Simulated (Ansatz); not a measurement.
Se (R-3, No. 148) was calculated with r²SCAN-D4 (PAW; Ansatz, an electronic-structure program).

Run with plane-wave cutoff 500 eV, 10×10×10 k mesh, gaussian smearing 0.02 eV, scalar-relativistic PAW data made under PBE.

Computed at the level's own relaxed cell.

Q: Predict the volume per atom, lattice parameter a, lattice parameter c and band gap.

A: 
volume per atom: 27.81 Å³/atom
lattice parameter a: 11.286 Å
lattice parameter c: 4.537 Å
band gap: 1.54 eV (on the SCF k mesh)

Spin–orbit coupling is not included.

The computed numbers hold no vibrational or temperature effects.

Computing time: roughly 17 core-minutes.
